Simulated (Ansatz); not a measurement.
System: dimethylamine, C2H7N (charge 0, singlet). SMILES: CNC
Geometry: optimised at B3LYP-D3(BJ)/def2-TZVP (Ansatz, a first-principles code).

CCSD(T) with Ansatz in growing basis sets, 20 correlated electrons. Valence correlation only, unless marked. Open shells are spin-unrestricted. Spin-orbit coupling is left out. Non-relativistic. Costs are ratios of core time to the smallest set, on shared machines of one kind, and rough; they hold the program's checks for lower states.

```tsv
basis	functions	cost over smallest	E(corr) (Eh)	electronic atomisation energy (kcal/mol)
aug-cc-pVDZ	132	1×	-0.5481	813.3
aug-cc-pVTZ	299	10×	-0.6436	852.7
```

Formally CCSD grows as o²v⁴ and (T) as o³v⁴; with o = 10 and v going from 119 to 286 both grow 33-fold in the last step, while integrals and the mean field grow more slowly. That step adds 95.5 mEh of correlation energy and 39.5 kcal/mol to the atomisation energy.
